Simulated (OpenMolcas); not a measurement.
## AlH3 (SMILES [H][Al]([H])[H]): the energy, rung by rung

AlH3 has 4 atoms, charge 0, and is taken as a singlet. As SMILES, `[H][Al]([H])[H]`. The shape comes from GFN2-xTB, which is rough for such elements, and wasn't checked as a minimum.

```xyz
4

Al    0.0000    0.0000    0.0000
H     1.5527   -0.0305    0.0146
H    -0.7498    1.3598   -0.0191
H    -0.8028   -1.3293    0.0045
```

Each level gives the energy change with the Al1–H4 bond stretched from 1.553 to 3.106 Å (eV). The values are calculated.

```tsv
level	kind	program	value (eV)	less FCI/3-21G	CPU time (all runs)
HF/3-21G (restricted)	Hartree–Fock	OpenMolcas	3.89	+1.26	2.6 s
PBE/3-21G (restricted)	GGA	OpenMolcas	3.04	+0.41	5.9 s
B3LYP/3-21G (restricted)	global hybrid	OpenMolcas	3.29	+0.66	6 s
PBE0/3-21G (restricted)	global hybrid	OpenMolcas	3.35	+0.72	5.7 s
B2PLYP/3-21G (restricted)	double hybrid	OpenMolcas	3.34	+0.71	5.2 s
MP2/3-21G (restricted)	perturbation theory	OpenMolcas	3.40	+0.77	2.7 s
CCSD(T)/3-21G (restricted)	coupled cluster or CI	OpenMolcas	2.64	+0.01	3.6 s
FCI/3-21G	exact in the basis	OpenMolcas	2.63	0.00	6.5 s
```

FCI/3-21G is exact within its basis and frozen core, so for wave-function methods in that basis the difference is their error; functionals converge differently with the basis, so for them it is only a difference. Spin-restricted single references rise too steeply as a bond breaks, Hartree–Fock most of all. Perturbation and coupled-cluster corrections on them can overshoot downwards. The first shape isn't each level's own minimum. The values span 2.63 to 3.89 eV. All rows use very small basis sets, so even the best lies far from the true value. Times are those of the runs behind each value, whatever else they computed, on shared processors of several kinds: orders of magnitude only.
